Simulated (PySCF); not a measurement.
Cartesian coordinates in Å; atom numbers follow the order of the lines, from 1:
```xyz
18

C     2.145    0.297   -0.189
N     0.747    0.023    0.210
C    -0.232    1.119   -0.097
C    -1.598    0.463    0.078
C    -1.355   -1.054   -0.100
C     0.129   -1.193   -0.415
H     2.498    1.200    0.325
H     2.177    0.452   -1.275
H     2.775   -0.559    0.084
H     0.731   -0.120    1.228
H    -0.033    1.979    0.555
H    -0.037    1.416   -1.138
H    -2.309    0.866   -0.654
H    -2.014    0.681    1.072
H    -1.612   -1.604    0.816
H    -1.960   -1.489   -0.907
H     0.341   -1.123   -1.492
H     0.614   -2.095   -0.020
```

Total charge +1.

Geometry: PBE0-D3(BJ)/def2-SVP; GIAO shifts from PySCF, gas phase, non-relativistic, averaged over equivalent atoms.

At PBE0/pcSseg-1 (162 basis functions, 20 s wall time on 1 thread of an Arm Neoverse V1, shared host):
```json
{"atoms": "C3/C6", "δ (ppm)": "61.0"}
{"atoms": "C1", "δ (ppm)": "41.5"}
{"atoms": "C4/C5", "δ (ppm)": "23.0"}
{"atoms": "N2", "δ (ppm)": "89.8"}
{"atoms": "H10", "δ (ppm)": "3.82"}
{"atoms": "H11/H18", "δ (ppm)": "3.64"}
{"atoms": "H7/H8/H9", "δ (ppm)": "3.08"}
{"atoms": "H12/H17", "δ (ppm)": "2.83"}
{"atoms": "H13/H16", "δ (ppm)": "2.64"}
{"atoms": "H14/H15", "δ (ppm)": "2.36"}
```

Shifts are taken against calculated references (same method and geometry level): TMS for ¹³C (184.41 ppm), ¹H (31.27 ppm); NH3 for ¹⁵N (265.67 ppm).

**Question.** Estimate the result of repeating the calculation with wB97X-D/pcSseg-1.

**Answer.** 
```json
{"atoms": "C3/C6", "δ at wB97X-D/pcSseg-1": "60.9", "change": "-0.1"}
{"atoms": "C1", "δ at wB97X-D/pcSseg-1": "42.0", "change": "+0.5"}
{"atoms": "C4/C5", "δ at wB97X-D/pcSseg-1": "22.9", "change": "-0.1"}
{"atoms": "N2", "δ at wB97X-D/pcSseg-1": "85.5", "change": "-4.3"}
{"atoms": "H10", "δ at wB97X-D/pcSseg-1": "3.71", "change": "-0.11"}
{"atoms": "H11/H18", "δ at wB97X-D/pcSseg-1": "3.61", "change": "-0.03"}
{"atoms": "H7/H8/H9", "δ at wB97X-D/pcSseg-1": "3.07", "change": "-0.01"}
{"atoms": "H12/H17", "δ at wB97X-D/pcSseg-1": "2.81", "change": "-0.02"}
{"atoms": "H13/H16", "δ at wB97X-D/pcSseg-1": "2.61", "change": "-0.03"}
{"atoms": "H14/H15", "δ at wB97X-D/pcSseg-1": "2.33", "change": "-0.03"}
```

Referencing at the same level of theory: TMS for ¹³C (σ = 184.54 ppm) and ¹H (σ = 31.38 ppm); ¹⁵N (σ = 263.98 ppm) vs NH3.

The largest change is at N2 (ammonium nitrogen). Cost: 162 basis functions, 20 s wall time on 1 thread of an Arm Neoverse V1, shared host. The order of the carbon signals is the same at both levels.

Experimental scales use liquid or dissolved standards, which lie at an offset from isolated NH3 (liquid NH3: subtract about 20 ppm).
